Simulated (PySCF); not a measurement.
How the functional moves excitation energies

Cyclopropenethione, C3H2S.
Bonds: S1–C2 (double), C2–C3, C3–C4 (double), C2–C4. Hydrogens: H5 on C3; H6 on C4.

Linear-response calculations in the def2-SVPD basis (PySCF; singlets by full response, triplets Tamm–Dancoff, core orbitals frozen in the response; HF means time-dependent Hartree–Fock). 'Strongest' is the level of largest summed f among the singlets computed (10 roots, of which the last may lack a degenerate partner); it can jump between rows when another state enters that window. S1 is the lowest singlet of each run and needn't be the same state throughout; f(S1) is that of one state. Geometry: PBE0-D3(BJ)/def2-SVP; no solvent, vibrations or thermal averaging.

```json
{"functional": "LDA", "kind": "LDA", "S1 (eV)": "2.28", "f(S1)": "0.000", "strongest (eV)": "5.92", "T1 (eV)": "2.14", "HOMO (eV)": "-5.03", "gap (eV)": "2.21", "ionisation energy, ΔSCF (eV)": "8.49"}
{"functional": "PBE", "kind": "GGA", "S1 (eV)": "2.40", "f(S1)": "0.000", "strongest (eV)": "6.55", "T1 (eV)": "2.23", "HOMO (eV)": "-4.92", "gap (eV)": "2.34", "ionisation energy, ΔSCF (eV)": "8.28"}
{"functional": "B3LYP", "kind": "global hybrid, 20% exact exchange", "S1 (eV)": "3.07", "f(S1)": "0.000", "strongest (eV)": "6.85", "T1 (eV)": "2.90", "HOMO (eV)": "-5.82", "gap (eV)": "4.09", "ionisation energy, ΔSCF (eV)": "8.32"}
{"functional": "PBE0", "kind": "global hybrid, 25% exact exchange", "S1 (eV)": "3.27", "f(S1)": "0.000", "strongest (eV)": "5.79", "T1 (eV)": "3.07", "HOMO (eV)": "-6.06", "gap (eV)": "4.57", "ionisation energy, ΔSCF (eV)": "8.29"}
{"functional": "BHandHLYP", "kind": "global hybrid, 50% exact exchange", "S1 (eV)": "3.64", "f(S1)": "0.000", "strongest (eV)": "5.83", "T1 (eV)": "3.33", "HOMO (eV)": "-7.04", "gap (eV)": "6.71", "ionisation energy, ΔSCF (eV)": "8.13"}
{"functional": "CAM-B3LYP", "kind": "range-separated hybrid", "S1 (eV)": "3.43", "f(S1)": "0.000", "strongest (eV)": "5.74", "T1 (eV)": "3.12", "HOMO (eV)": "-7.32", "gap (eV)": "7.03", "ionisation energy, ΔSCF (eV)": "8.30"}
{"functional": "wB97X-D", "kind": "range-separated hybrid", "S1 (eV)": "3.46", "f(S1)": "0.000", "strongest (eV)": "5.81", "T1 (eV)": "3.17", "HOMO (eV)": "-7.86", "gap (eV)": "8.28", "ionisation energy, ΔSCF (eV)": "8.34"}
{"functional": "LC-wPBE", "kind": "range-separated hybrid", "S1 (eV)": "3.44", "f(S1)": "0.000", "strongest (eV)": "5.80", "T1 (eV)": "3.11", "HOMO (eV)": "-8.67", "gap (eV)": "9.61", "ionisation energy, ΔSCF (eV)": "8.33"}
{"functional": "HF", "kind": "Hartree–Fock", "S1 (eV)": "4.13", "f(S1)": "0.000", "strongest (eV)": "6.03", "T1 (eV)": "3.83", "HOMO (eV)": "-8.61", "gap (eV)": "10.76", "ionisation energy, ΔSCF (eV)": "not settled"}
```

S1 runs from 2.28 eV (LDA) to 4.13 eV (HF), a spread of 1.85 eV, while the orbital gap spreads over 8.5 eV. Along PBE (0%), B3LYP (20%), PBE0 (25%), BHandHLYP (50%), HF (100%) S1 rises with the share of exact exchange. −ε(HOMO) comes closest to its own ΔSCF ionisation energy with LC-wPBE (+0.34 eV) and misses most with LDA (-3.47 eV). The lowest singlet of a reference set is 1A2(n→π*) at 3.41 eV (computed, theoretical best estimate (aug-cc-pVTZ, frozen core, CC3 geometry), gas; Veril, Scemama, Caffarel, Lipparini, Boggio-Pasqua, Jacquemin, Loos, WIREs Comput. Mol. Sci. 2021, 11, e1517 (QUESTDB)). The lowest computed singlet differs from it by CAM-B3LYP +0.02, LC-wPBE +0.03, wB97X-D +0.05, PBE0 -0.14, BHandHLYP +0.23, B3LYP -0.34, HF +0.72, PBE -1.01, LDA -1.13 eV; geometry and basis of the reference needn't be the same. The lowest triplet of a reference set is 3A2(n→π*) at 3.28 eV (computed, theoretical best estimate (aug-cc-pVTZ, frozen core, CC3 geometry), gas; Veril, Scemama, Caffarel, Lipparini, Boggio-Pasqua, Jacquemin, Loos, WIREs Comput. Mol. Sci. 2021, 11, e1517 (QUESTDB)). The lowest computed triplet differs from it by BHandHLYP +0.05, wB97X-D -0.11, CAM-B3LYP -0.16, LC-wPBE -0.17, PBE0 -0.21, B3LYP -0.38, HF +0.55, PBE -1.05, LDA -1.14 eV; geometry and basis of the reference needn't be the same. 'Not settled' means that the ion's SCF failed to converge or may have ended in another state than the lowest.
